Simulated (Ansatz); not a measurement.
**Si₂H₂ (triplet): wave-function methods side by side, cc-pVTZ**

The task here is to estimate one member of a computed series from the others.

Computed with Ansatz 0.2.0, Gaussian basis. Level: cc-pVTZ, core rule «outside noble gas», up to 10 orbitals frozen.

The runs, in order: UHF; CCSD(T) on ROHF; CCSD(T) on UHF; BCCD(T) on ROHF; CCSDT(Q) on ROHF; CCSDT(Q) on UHF; CASSCF and MRCISD+Q, 10 electrons in 10 orbitals; CASSCF and NEVPT2, 10 electrons in 10 orbitals.

4 further runs of the same task are left out: 4 set aside as unsound or not needed.

## The geometry

The geometry is a PBE0/def2-TZVP stationary point (not a proven minimum) of the parent state, kept for this charge and spin.

4 atoms, charge 0, spin multiplicity 3.

Atoms are counted from 1 here; the program's logs count them from 0.

Bond lengths: Si1–Si2 2.193 Å, Si1–H3 1.488 Å, Si1–H4 1.488 Å. Angles: Si2–Si1–H3 123.8°, Si2–Si1–H4 123.8°, H3–Si1–H4 112.4°.

The first run:

in.yaml reads:

```yaml
crystal:
  periodic: [false, false, false]
  atoms:
    - {symbol: Si, position_ang: [0.000000, 0.000000, 1.029969]}
    - {symbol: Si, position_ang: [0.000000, 0.000000, -1.163327]}
    - {symbol: H, position_ang: [0.000000, 1.236053, 1.857961]}
    - {symbol: H, position_ang: [0.000000, -1.236053, 1.857961]}
basis:
  gaussian: {orbitals: cc-pVTZ}
magnetization: {spin_polarized: true, initial_magnetization: 2}
hamiltonian: {xc: hf}
output: {orbitals: {seedname: orbitals}}
```

The run is started by

```
$ ansatz run in.yaml --threads 1 --pin off --events-out ev --progress --plain --max-ram 4096MiB --backend cpu
```

Among the steps run: UHF; CCSD(T) on ROHF; CCSD(T) on UHF; BCCD(T) on ROHF; CCSDT(Q) on ROHF; CCSDT(Q) on UHF; CASSCF and MRCISD+Q, 10 electrons in 10 orbitals; CASSCF and NEVPT2, 10 electrons in 10 orbitals.

One table of the session follows, with a row left open; its other results are not shown here.

```
          method  from UCCSDT(Q) (kcal/mol)
            ROHF                    +150.99
             UHF                    +147.05
            RMP2                     +30.21
            UMP2                     +31.65
           RCCSD                      +7.64
           UCCSD                      +7.47
        RCCSD(T)                      +1.39
        UCCSD(T)                      +1.42
         BCCD(T)                      +1.39
          RCCSDT                      +0.36
          UCCSDT                          ?
       RCCSDT(Q)                      +0.03
       UCCSDT(Q)                          0
  CASSCF valence                    +110.89
  NEVPT2 valence                     +29.97
  MRCISD valence                     +11.34
MRCISD+Q valence                      +1.96
```

Estimate the missing values for UCCSDT.

**Answer.** from UCCSDT(Q) (kcal/mol): +0.33. In the column «from UCCSDT(Q) (kcal/mol)» it lies between RCCSDT(Q) (+0.03) and RCCSDT (+0.36).

Among the levels timed on like hardware and quicker than the yardstick, those that no quicker one beats, quickest first: UCCSD(T) (2.3 s, +1.42 kcal/mol); RCCSD(T) (3.8 s, +1.39 kcal/mol); BCCD(T) (5.5 s, +1.39 kcal/mol).

Caveats from the session: Of the multireference levels listed MRCISD+Q valence comes nearest in total energy (+1.96 kcal/mol), which doesn't show that its space is the better one. Restricted and unrestricted rows rest on different reference determinants; where their highest levels disagree by more than a few hundredths of an eV, they describe different states and don't form one ladder.
